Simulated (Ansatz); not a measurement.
# CHBSi+ (doublet): from Hartree-Fock to the top rungs, cc-pVDZ

How much of the correlation energy of CHBSi+ (doublet) does each wave-function method recover here?

Method: cc-pVDZ, core rule «outside noble gas», up to 7 orbitals frozen; program: Ansatz 0.2.0, Gaussian basis.

To be run: UHF; CCSD(T) on ROHF; CCSD(T) on UHF; BCCD(T) on ROHF; CISD; CCSDT(Q) on ROHF; CCSDT(Q) on UHF; CASSCF and MRCISD+Q, 9 electrons in 9 orbitals; CASSCF and NEVPT2, 9 electrons in 9 orbitals.

14 further runs of the same task are left out: 5 that didn't finish, 9 set aside as unsound or not needed.

### 1 The geometry

The geometry is a PBE0/def2-TZVP stationary point (not a proven minimum) of the parent state, kept for this charge and spin.

4 atoms, charge 1, spin multiplicity 2.

Atoms are counted from 1 here; the program's logs count them from 0.

Bond lengths: C1–B2 1.338 Å, C1–H4 1.073 Å, B2–Si3 1.848 Å. Angles: B2–C1–H4 180.0°, C1–B2–Si3 180.0°.

In the tables R marks a restricted open-shell determinant and U an unrestricted one; 'frontier' is the active space of 9 electrons in 9 orbitals; energies count from the table's Hartree-Fock row.

### 2 UHF

in.yaml reads:

```yaml
crystal:
  periodic: [false, false, false]
  atoms:
    - {symbol: C, position_ang: [0.000000, 0.000000, 0.862700]}
    - {symbol: B, position_ang: [0.000000, 0.000000, -0.475200]}
    - {symbol: Si, position_ang: [0.000000, 0.000000, -2.322700]}
    - {symbol: H, position_ang: [0.000000, 0.000000, 1.935200]}
basis:
  gaussian: {orbitals: cc-pVDZ}
total_charge: 1
magnetization: {spin_polarized: true, initial_magnetization: 1}
hamiltonian: {xc: hf}
output: {orbitals: {seedname: orbitals}}
```

Command:

```console
> ansatz run in.yaml --threads 1 --pin off --events-out ev --progress --plain --max-ram 2393MiB
```

The log of the run:

```text
Functional definition: HF
  name "HF"
  cite "Fock, Z. Phys. 61, 126 (1930) doi:10.1007/BF01340294"
  parent pbe
  exchange = exact_x
  correlation = 0
495 factors; integrals over basis functions are off by at most 1.3e-3 eV
mean field evaluation 1: about -9552.9217 eV, gradient 4.0e1 eV
mean field evaluation 2: about -9552.9254 eV, gradient 4.0e1 eV
mean field evaluation 4: about -9564.9522 eV, gradient 8.9e0 eV
mean field evaluation 8: about -9566.0808 eV, gradient 1.7e0 eV
mean field evaluation 16: about -9567.9913 eV, gradient 5.6e-1 eV
mean field evaluation 32: about -9568.3926 eV, gradient 1.4e-5 eV
mean field evaluation 64: about -9567.9980 eV, gradient 7.1e-6 eV
mean field evaluation 96: about -9568.0074 eV, gradient 5.1e-1 eV
mean field evaluation 128: about -9568.3926 eV, gradient 1.5e-2 eV
mean field evaluation 160: about -9566.8870 eV, gradient 3.4e-1 eV
mean field evaluation 192: about -9564.5013 eV, gradient 6.3e0 eV
mean field evaluation 224: about -9565.6190 eV, gradient 1.2e0 eV
mean field evaluation 256: about -9565.9143 eV, gradient 1.4e-1 eV
mean field evaluation 288: about -9565.9887 eV, gradient 5.1e0 eV
mean field evaluation 320: about -9561.0155 eV, gradient 6.4e0 eV
mean field -9568.45338670 eV, -351.6341762307 hartree, gradient 8.4e-6 eV, S^2 1.650426; 13 other end points of the search recorded, 0 dependent functions left out
reference -9568.45338670 eV, -351.6341762307 hartree; 13, 12 occupied and 38, 39 virtual orbitals, 495 factors
Total energy: -9568.45338670 eV, -351.6341762307 hartree
```

Run time: 5.5 s. Hardware: 1 thread of Arm Neoverse N1, shared host.

From the report: ⟨S²⟩ of the determinant 1.650 (pure doublet: 0.75). The determinant is far from a pure spin state, so its energy mixes those of several spin states (harmless only where they are near-degenerate, as at dissociation).

### 3 CCSD(T) on ROHF

in.yaml: that of step 2 with these lines changed.

```diff
@@ -10,4 +10,3 @@
 total_charge: 1
-magnetization: {spin_polarized: true, initial_magnetization: 1}
-hamiltonian: {xc: hf}
-output: {orbitals: {seedname: orbitals}}
+magnetization: {spin_polarized: false, initial_magnetization: 1}
+correlation: {method: ccsd_t, electrons: outside_noble_gas}
```

Launched as before.

The log of the run, shortened:

```text
Functional definition: HF
  name "HF"
  cite "Fock, Z. Phys. 61, 126 (1930) doi:10.1007/BF01340294"
  parent pbe
[...]
495 factors; integrals over basis functions are off by at most 1.3e-3 eV
[...]
mean field -9567.95518143 eV, -351.6158675245 hartree, gradient 6.0e-7 eV, S^2 0.750000; 11 other end points of the search recorded, 0 dependent functions left out
[...]
determinant -9567.95518143 eV, -351.6158675245 hartree, with singles and doubles -9575.37257099 eV, -351.8884515634 hartree
determinant -9565.81146439 eV, -351.5370873764 hartree, with singles and doubles -9574.30527217 eV, -351.8492290552 hartree
determinant -9565.24999215 eV, -351.5164536521 hartree, with singles and doubles -9572.07204929 eV, -351.7671596279 hartree
determinant -9561.95908265 eV, -351.3955149588 hartree, with singles and doubles -9570.62285242 eV, -351.7139026252 hartree
unrestricted determinant -9568.45338670 eV, -351.6341762307 hartree, S^2 1.6504
7 core orbitals not correlated: weight in the atoms' cores, before any rotation towards them, 1.000 or more for the frozen orbitals, at most 0.000 for the correlated occupied ones
reference -9567.95518143 eV, -351.6158675245 hartree; 6, 5 occupied and 38, 39 virtual orbitals, 495 factors
second order -6.29684679 eV of doubles, -0.04110938 eV of singles
cycle   1  -7.41715936 eV  change    2.3e-4 eV  update   2.0e-3
[...]
cycle   9  -7.41764828 eV  change    2.0e-6 eV  update   9.0e-6
perturbative correction -0.34394989 eV, -0.0126399253 hartree
Total energy: -9575.71677960 eV, -351.9011009963 hartree
```

Wall time 16 s (1 thread of Arm Neoverse N1, shared host).

From the report: correlation -7.7616 eV; T1 0.027; largest double amplitude 0.10.

### 4 CCSD(T) on UHF

in.yaml: that of step 3 with these lines changed.

```diff
@@ -10,3 +10,3 @@
 total_charge: 1
-magnetization: {spin_polarized: false, initial_magnetization: 1}
+magnetization: {spin_polarized: true, initial_magnetization: 1}
 correlation: {method: ccsd_t, electrons: outside_noble_gas}
```

Launched as before.

The log of the run, shortened:

```text
Functional definition: HF
  name "HF"
  cite "Fock, Z. Phys. 61, 126 (1930) doi:10.1007/BF01340294"
  parent pbe
[...]
495 factors; integrals over basis functions are off by at most 1.3e-3 eV
[...]
mean field -9568.45338670 eV, -351.6341762307 hartree, gradient 2.7e-6 eV, S^2 1.650426; 32 other end points of the search recorded, 0 dependent functions left out
determinant -9568.45338670 eV, -351.6341762307 hartree, with singles and doubles -9575.27885332 eV, -351.8850075024 hartree
determinant -9568.12231158 eV, -351.6220094441 hartree, with singles and doubles -9575.26436076 eV, -351.8844749105 hartree
determinant -9568.07777872 eV, -351.6203728920 hartree, with singles and doubles -9575.30243478 eV, -351.8858741051 hartree
determinant -9567.99797408 eV, -351.6174401253 hartree, with singles and doubles -9574.50802035 eV, -351.8566799132 hartree
[...]
determinant -9565.30095155 eV, -351.5183263756 hartree, with singles and doubles -9571.31291779 eV, -351.7392620597 hartree
determinant -9568.45338670 eV, -351.6341762307 hartree, with singles and doubles -9575.34288790 eV, -351.8873607296 hartree
determinant -9568.12231158 eV, -351.6220094441 hartree, with singles and doubles -9575.32956818 eV, -351.8868712390 hartree
determinant -9568.07777872 eV, -351.6203728920 hartree, with singles and doubles -9575.33522526 eV, -351.8870791330 hartree
[...]
7 core orbitals not correlated: weight in the atoms' cores, before any rotation towards them, 1.000 or more for the frozen orbitals, at most 0.000 for the correlated occupied ones
reference -9568.07777872 eV, -351.6203728920 hartree; 6, 5 occupied and 38, 39 virtual orbitals, 495 factors
second order -5.69594308 eV of doubles, -0.00000000 eV of singles
cycle   1  -7.25744437 eV  change    2.2e-6 eV  update   3.5e-6
perturbative correction -0.34567239 eV, -0.0127032260 hartree
Total energy: -9575.68089548 eV, -351.8997822793 hartree
```

It took 42 s on 1 thread of Arm Neoverse N1, shared host.

From the report: ⟨S²⟩ of the determinant 1.159 (pure doublet: 0.75); correlation -7.6031 eV; T1 0.083; largest double amplitude 0.12.

### 5 BCCD(T) on ROHF

in.yaml: that of step 4 with these lines changed.

```diff
@@ -10,3 +10,3 @@
 total_charge: 1
-magnetization: {spin_polarized: true, initial_magnetization: 1}
-correlation: {method: ccsd_t, electrons: outside_noble_gas}
+magnetization: {spin_polarized: false, initial_magnetization: 1}
+correlation: {method: bccd_t, electrons: outside_noble_gas}
```

The command is unchanged.

The log of the run, shortened:

```text
Functional definition: HF
  name "HF"
  cite "Fock, Z. Phys. 61, 126 (1930) doi:10.1007/BF01340294"
  parent pbe
[...]
495 factors; integrals over basis functions are off by at most 1.3e-3 eV
[...]
mean field -9567.95518143 eV, -351.6158675245 hartree, gradient 6.0e-7 eV, S^2 0.750000; 11 other end points of the search recorded, 0 dependent functions left out
[...]
determinant -9567.95518143 eV, -351.6158675245 hartree, with singles and doubles -9575.37257099 eV, -351.8884515634 hartree
determinant -9565.81146439 eV, -351.5370873764 hartree, with singles and doubles -9574.30527217 eV, -351.8492290552 hartree
determinant -9565.24999215 eV, -351.5164536521 hartree, with singles and doubles -9572.07204929 eV, -351.7671596279 hartree
determinant -9561.95908265 eV, -351.3955149588 hartree, with singles and doubles -9570.62285242 eV, -351.7139026252 hartree
unrestricted determinant -9568.45338670 eV, -351.6341762307 hartree, S^2 1.6504
7 core orbitals not correlated: weight in the atoms' cores, before any rotation towards them, 1.000 or more for the frozen orbitals, at most 0.000 for the correlated occupied ones
reference -9567.95518143 eV, -351.6158675245 hartree; 6, 5 occupied and 38, 39 virtual orbitals, 495 factors
second order -6.29684679 eV of doubles, -0.04110938 eV of singles
cycle   1  -7.39634367 eV  change    2.1e-2 eV  update   1.3e-2
[...]
cycle  13  -7.39945819 eV  change   -8.4e-6 eV  update   9.5e-6
perturbative correction -0.36152319 eV, -0.0132857323 hartree
Total energy: -9575.71616280 eV, -351.9010783295 hartree
```

Run time: 18 s. Hardware: 1 thread of Arm Neoverse N1, shared host.

From the report: correlation -7.7610 eV; largest double amplitude 0.10.

### 6 CISD

in.yaml: that of step 5 with these lines changed.

```diff
@@ -11,2 +11,2 @@
 magnetization: {spin_polarized: false, initial_magnetization: 1}
-correlation: {method: bccd_t, electrons: outside_noble_gas}
+correlation: {active_space: {ras: {orbitals: [5, 1, 38], electrons: 11, max_holes: 2, max_particles: 2}, fixed_orbitals: true}}
```

Same command.

The log of the run, shortened:

```text
Functional definition: HF
  name "HF"
  cite "Fock, Z. Phys. 61, 126 (1930) doi:10.1007/BF01340294"
  parent pbe
[...]
495 factors; integrals over basis functions are off by at most 1.3e-3 eV
[...]
mean field -9567.95518143 eV, -351.6158675245 hartree, gradient 6.0e-7 eV, S^2 0.750000; 10 other end points of the search recorded, 0 dependent functions left out
reference -9567.95518143 eV, -351.6158675245 hartree; 13, 12 occupied and 38, 39 virtual orbitals, 495 factors
state -9574.61586934 eV, -351.8606432904 hartree
Total energy: -9574.61586934 eV, -351.8606432904 hartree
```

Run time: 8 s. Hardware: 1 thread of Arm Neoverse N1, shared host.

From the report: 26,939 determinants.

### 7 CCSDT(Q) on ROHF

in.yaml: that of step 6 with these lines changed.

```diff
@@ -11,2 +11,2 @@
 magnetization: {spin_polarized: false, initial_magnetization: 1}
-correlation: {active_space: {ras: {orbitals: [5, 1, 38], electrons: 11, max_holes: 2, max_particles: 2}, fixed_orbitals: true}}
+correlation: {method: ccsdt_q, electrons: outside_noble_gas}
```

Same command.

The log of the run, shortened:

```text
Functional definition: HF
  name "HF"
  cite "Fock, Z. Phys. 61, 126 (1930) doi:10.1007/BF01340294"
  parent pbe
[...]
912 factors; integrals over basis functions are off by at most 1.3e-7 eV
[...]
mean field -9567.95519998 eV, -351.6158682062 hartree, gradient 6.0e-7 eV, S^2 0.750000; 11 other end points of the search recorded, 0 dependent functions left out
[...]
determinant -9567.95519998 eV, -351.6158682062 hartree, with singles and doubles -9575.37259809 eV, -351.8884525590 hartree
determinant -9565.81148668 eV, -351.5370881955 hartree, with singles and doubles -9574.30529446 eV, -351.8492298743 hartree
determinant -9565.25000817 eV, -351.5164542409 hartree, with singles and doubles -9572.07207535 eV, -351.7671605857 hartree
determinant -9561.95910893 eV, -351.3955159246 hartree, with singles and doubles -9570.62287744 eV, -351.7139035448 hartree
unrestricted determinant -9568.45340902 eV, -351.6341770508 hartree, S^2 1.6504
7 core orbitals not correlated: weight in the atoms' cores, before any rotation towards them, 1.000 or more for the frozen orbitals, at most 0.000 for the correlated occupied ones
reference -9567.95519998 eV, -351.6158682062 hartree; 6, 5 occupied and 38, 39 virtual orbitals, 912 factors
second order -6.29686960 eV of doubles, -0.04110937 eV of singles
cycle   1  -6.98513432 eV  change   -6.5e-1 eV  update   1.1e-1
[...]
cycle  27  -7.81387077 eV  change   -4.4e-7 eV  update   4.7e-7
perturbative correction -0.03555011 eV, -0.0013064423 hartree
Total energy: -9575.80462085 eV, -351.9043291029 hartree
```

It took 1.9 min on 1 thread of Arm Neoverse N1, shared host; peak memory 0.86 GiB.

From the report: correlation -7.8494 eV; T1 0.030; largest double amplitude 0.14.

### 8 CCSDT(Q) on UHF

in.yaml: that of step 7 with these lines changed.

```diff
@@ -10,3 +10,3 @@
 total_charge: 1
-magnetization: {spin_polarized: false, initial_magnetization: 1}
+magnetization: {spin_polarized: true, initial_magnetization: 1}
 correlation: {method: ccsdt_q, electrons: outside_noble_gas}
```

Same command.

The log of the run, shortened:

```text
Functional definition: HF
  name "HF"
  cite "Fock, Z. Phys. 61, 126 (1930) doi:10.1007/BF01340294"
  parent pbe
[...]
912 factors; integrals over basis functions are off by at most 1.3e-7 eV
[...]
mean field -9568.45340902 eV, -351.6341770508 hartree, gradient 2.9e-6 eV, S^2 1.650432; 32 other end points of the search recorded, 0 dependent functions left out
determinant -9568.45340902 eV, -351.6341770508 hartree, with singles and doubles -9575.27887877 eV, -351.8850084376 hartree
determinant -9568.12233288 eV, -351.6220102272 hartree, with singles and doubles -9575.26438671 eV, -351.8844758642 hartree
determinant -9568.07779816 eV, -351.6203736063 hartree, with singles and doubles -9575.30246098 eV, -351.8858750679 hartree
determinant -9567.99800313 eV, -351.6174411931 hartree, with singles and doubles -9574.50804096 eV, -351.8566806708 hartree
[...]
determinant -9568.45340902 eV, -351.6341770508 hartree, with singles and doubles -9575.34291372 eV, -351.8873616787 hartree
determinant -9568.12233288 eV, -351.6220102272 hartree, with singles and doubles -9575.32959471 eV, -351.8868722139 hartree
determinant -9568.07779816 eV, -351.6203736063 hartree, with singles and doubles -9575.33525217 eV, -351.8870801217 hartree
7 core orbitals not correlated: weight in the atoms' cores, before any rotation towards them, 1.000 or more for the frozen orbitals, at most 0.000 for the correlated occupied ones
reference -9568.07779816 eV, -351.6203736063 hartree; 6, 5 occupied and 38, 39 virtual orbitals, 912 factors
second order -5.69596159 eV of doubles, -0.00000000 eV of singles
cycle   1  -6.49405504 eV  change   -8.0e-1 eV  update   1.2e-1
[...]
cycle  27  -7.68779905 eV  change   -2.9e-7 eV  update   7.5e-7
perturbative correction -0.04591464 eV, -0.0016873319 hartree
Total energy: -9575.81151185 eV, -351.9045823422 hartree
```

Wall time 2.4 min (1 thread of Arm Neoverse N1, shared host); peak memory 0.65 GiB.

From the report: ⟨S²⟩ of the determinant 1.159 (pure doublet: 0.75); correlation -7.7337 eV; T1 0.095; largest double amplitude 0.16.

### 9 CASSCF and MRCISD+Q, 9 electrons in 9 orbitals

in.yaml: that of step 8 with these lines changed.

```diff
@@ -10,3 +10,3 @@
 total_charge: 1
-magnetization: {spin_polarized: true, initial_magnetization: 1}
-correlation: {method: ccsdt_q, electrons: outside_noble_gas}
+magnetization: {spin_polarized: false, initial_magnetization: 1}
+correlation: {method: fic_mrcisd_q, electrons: outside_noble_gas, active_space: {window: {electrons: 9, orbitals: 9}}}
```

Same command.

The log of the run, shortened:

```text
Functional definition: HF
  name "HF"
  cite "Fock, Z. Phys. 61, 126 (1930) doi:10.1007/BF01340294"
  parent pbe
[...]
495 factors; integrals over basis functions are off by at most 1.3e-3 eV
[...]
mean field -9567.95518143 eV, -351.6158675245 hartree, gradient 6.0e-7 eV, S^2 0.750000; 10 other end points of the search recorded, 0 dependent functions left out
reference -9567.95518143 eV, -351.6158675245 hartree; 13, 12 occupied and 38, 39 virtual orbitals, 495 factors
state -9570.60107292 eV, -351.7131022435 hartree
contracted CI cycle   1: correlation 0.00000000 eV, 0.0000000000 hartree, residual 1.73e1 eV
contracted CI cycle   2: correlation -4.45938132 eV, -0.1638792407 hartree, residual 3.48e0 eV
contracted CI cycle   3: correlation -4.67030980 eV, -0.1716307195 hartree, residual 1.01e0 eV
contracted CI cycle   4: correlation -4.68982495 eV, -0.1723478880 hartree, residual 3.86e-1 eV
[...]
contracted CI cycle   5: correlation -4.90167012 eV, -0.1801330543 hartree, residual 6.54e-2 eV
contracted CI cycle   6: correlation -4.90174458 eV, -0.1801357908 hartree, residual 1.91e-2 eV
contracted CI cycle   7: correlation -4.90175066 eV, -0.1801360144 hartree, residual 5.81e-3 eV
contracted CI cycle   8: correlation -4.90175123 eV, -0.1801360353 hartree, residual 1.82e-3 eV
contracted CI cycle   9: correlation -4.90175129 eV, -0.1801360374 hartree, residual 6.15e-4 eV
state -9570.42045061 eV, -351.7064644960 hartree; corrected -9575.74931669 eV, -351.9022967124 hartree
state -9570.42045061 eV, -351.7064644960 hartree; corrected -9575.74931669 eV, -351.9022967124 hartree
the orbitals are reached from a further start. From the first start the search ends at -9570.60094132 eV, -351.7130974074 hartree
WARN: the results are in doubt because another end's mean lies 0.181 eV lower, and its corrected mean 0.022 eV higher
Total energy: -9575.74931669 eV, -351.9022967124 hartree
In doubt: another end's mean lies 0.181 eV lower, and its corrected mean 0.022 eV higher
```

Run time: 62 s. Hardware: 1 thread of Arm Neoverse N1, shared host; peak memory 0.39 GiB.

From the report: 3,960 determinants; active occupations 2.00, 1.98, 1.89, 1.89, 0.98, 0.12, 0.07, 0.04, 0.03. Mind the lines of doubt at the end of the log.

### 10 CASSCF and NEVPT2, 9 electrons in 9 orbitals

in.yaml: that of step 9 with these lines changed.

```diff
@@ -11,2 +11,2 @@
 magnetization: {spin_polarized: false, initial_magnetization: 1}
-correlation: {method: fic_mrcisd_q, electrons: outside_noble_gas, active_space: {window: {electrons: 9, orbitals: 9}}}
+correlation: {method: sc_nevpt2, electrons: outside_noble_gas, active_space: {window: {electrons: 9, orbitals: 9}}}
```

The command is unchanged.

The log of the run, shortened:

```text
Functional definition: HF
  name "HF"
  cite "Fock, Z. Phys. 61, 126 (1930) doi:10.1007/BF01340294"
  parent pbe
[...]
495 factors; integrals over basis functions are off by at most 1.3e-3 eV
[...]
mean field -9567.95518143 eV, -351.6158675245 hartree, gradient 6.0e-7 eV, S^2 0.750000; 10 other end points of the search recorded, 0 dependent functions left out
reference -9567.95518143 eV, -351.6158675245 hartree; 13, 12 occupied and 38, 39 virtual orbitals, 495 factors
state -9570.60107292 eV, -351.7131022435 hartree
state -9570.60107292 eV, -351.7131022435 hartree; corrected -9574.42252004 eV, -351.8535378349 hartree
state -9570.42045061 eV, -351.7064644960 hartree
state -9570.42045061 eV, -351.7064644960 hartree; corrected -9574.72843123 eV, -351.8647798636 hartree
state -9570.42045061 eV, -351.7064644960 hartree; corrected -9574.72843123 eV, -351.8647798636 hartree
the orbitals are reached from a further start. From the first start the search ends at -9570.60094132 eV, -351.7130974074 hartree
WARN: the results are in doubt because another end's mean lies 0.181 eV lower, and its corrected mean 0.306 eV higher
Total energy: -9574.72843123 eV, -351.8647798636 hartree
In doubt: another end's mean lies 0.181 eV lower, and its corrected mean 0.306 eV higher
```

It took 53 s on 1 thread of Arm Neoverse N1, shared host.

From the report: 3,960 determinants; active occupations 2.00, 1.98, 1.89, 1.89, 0.98, 0.12, 0.07, 0.04, 0.03. Mind the lines of doubt at the end of the log.

### 11 Misses and costs

The yardstick is RCCSDT(Q), where the cluster series has nearly closed. Rows without a time come out of other runs: HF, MP2 and CCSD of CCSD(T), CCSDT of CCSDT(Q), CASSCF and MRCISD of the multireference runs.

Differences are taken before rounding.

| method | energy from the lowest RHF (meV) | from RCCSDT(Q) (meV) | time |
| --- | --- | --- | --- |
| RHF | 0.0 | +7849.4 |  |
| RMP2 | -6338.0 | +1511.5 |  |
| UMP2 | -5818.5 | +2030.9 |  |
| CISD | -6660.7 | +1188.8 | 8 s |
| RCCSD | -7417.6 | +431.8 |  |
| UCCSD | -7380.0 | +469.4 |  |
| RCCSD(T) | -7761.6 | +87.8 | 16 s |
| UCCSD(T) | -7725.7 | +123.7 | 42 s |
| BCCD(T) | -7761.0 | +88.5 | 18 s |
| RCCSDT | -7813.9 | +35.6 |  |
| UCCSDT | -7810.4 | +39.0 |  |
| RCCSDT(Q) | -7849.4 | 0 | 1.9 min |
| UCCSDT(Q) | -7856.3 | -6.9 | 2.4 min |

Among the levels timed on like hardware and quicker than the yardstick, those that no quicker one beats, quickest first: CISD (8 s, +1188.8 meV); RCCSD(T) (16 s, +87.8 meV).

Left out of the table: CASSCF frontier, NEVPT2 frontier, MRCISD frontier, MRCISD+Q frontier (the active space lost an orbital or holds another state than full CI finds).

Left out of the table: UHF (another determinant or state than the rows shown).

### 12 Results

```
                         quantity                      value
   RCCSDT(Q) below the RHF energy                 -7.8494 eV
              RMP2 from RCCSDT(Q)                +1511.5 meV
              UMP2 from RCCSDT(Q)                +2030.9 meV
             RCCSD from RCCSDT(Q)                 +431.8 meV
          RCCSD(T) from RCCSDT(Q)                  +87.8 meV
          UCCSD(T) from RCCSDT(Q)                 +123.7 meV
         UCCSDT(Q) from RCCSDT(Q)                   -6.9 meV
levels within 1 kcal/mol (43 meV)  RCCSDT, UCCSDT, UCCSDT(Q)
                    T1 diagnostic                      0.027
```

What this shows: RCCSD(T) lands +87.8 meV from the yardstick (1.1 % of the correlation energy). CCSD(T) misses by +87.8 meV on the restricted determinant and by +123.7 meV on the unrestricted one; the two need not hold the same state or core. Coupled cluster took another determinant than the lowest Hartree-Fock one. These misses are within one basis, not against nature; the frozen cores of restricted and unrestricted runs differ, which can shift their rows.

For cost: RCCSD(T) gets within 87.8 meV in 16 s, where RCCSDT(Q) took 1.9 min; the quickest level in the cost chart, CISD, takes 8 s and misses by 1188.8 meV.
